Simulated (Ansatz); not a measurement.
C₃H₃FS, SMILES `FCC=C=S`. Total charge 0; spin multiplicity 1. The structure was optimised at the PBE0-D4/def2-TZVP level. It is one conformer, not always the lowest.

```xyz
8

F    -1.024    0.746    1.541
C    -0.506    0.799    0.256
C     0.609   -0.179    0.095
C     0.494   -1.254   -0.640
S     0.346   -2.512   -1.530
H    -0.146    1.820    0.099
H    -1.316    0.587   -0.444
H     1.543   -0.006    0.621
```

**Question.** What is the dipole moment at r2SCAN/def2-TZVPP? (Best estimate.)

**Answer.** Computed: 1.48 D, with components (0.79, 0.63, -1.08) D in this frame, pointing from negative to positive charge.

**Question.** And with PBE, B3LYP, ωB97M-V? (Estimate.)

**Answer.** The calculation gave: PBE 1.43 D, B3LYP 1.55 D, ωB97M-V 1.54 D.

**Question.** Give the Mulliken charges with r2SCAN, ωB97M-V, B3LYP in def2-TZVPP. (Best estimate.)

**Answer.** Computed: 
```tsv
atom	r2SCAN	ωB97M-V	B3LYP
F1	-0.23	-0.23	-0.24
C2	0.20	0.07	0.11
C3	-0.15	-0.13	-0.13
C4	0.06	0.04	0.07
S5	-0.06	-0.05	-0.09
H6	0.04	0.09	0.08
H7	0.04	0.08	0.08
H8	0.10	0.13	0.12
```

B3LYP here is the variant with VWN-RPA as its local correlation; programs differ in this.
